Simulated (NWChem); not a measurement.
System: sulfur dioxide (SO2); SMILES O=S=O

Program: NWChem. Pople sets run with spherical d functions. Each level has its own optimisation. Entropies are gas-phase, rigid-rotor, harmonic values for NWChem's default masses at 298.15 K and 1 bar, so the errors hold that model's part too (torsions, anharmonicity).

Measured entropy at 1 bar: 59.3 cal/(mol K) (CRC Handbook, as tabulated in the package chemicals).

| level | entropy at 1 bar (cal/(mol K)) | computed − measured |
|---|---|---|
| Hartree-Fock/STO-3G | 60.1 | +0.8 |
| Hartree-Fock/3-21G | 59.8 | +0.5 |
| Hartree-Fock/6-31G* | 59.0 | -0.3 |
| B3LYP/6-31G* | 59.5 | +0.2 |
| LDA (Slater exchange, VWN5)/def2-SVP | ? | ? |
| PBE/def2-SVP | 59.6 | +0.3 |
| BLYP/def2-SVP | 59.7 | +0.4 |
| PBE0/def2-SVP | ? | ? |

Task: Complete the blanks.

Result: 
- LDA (Slater exchange, VWN5)/def2-SVP, entropy at 1 bar (cal/(mol K)): 59.5
- LDA (Slater exchange, VWN5)/def2-SVP, computed − measured: +0.2
- PBE0/def2-SVP, entropy at 1 bar (cal/(mol K)): 59.4
- PBE0/def2-SVP, computed − measured: +0.1
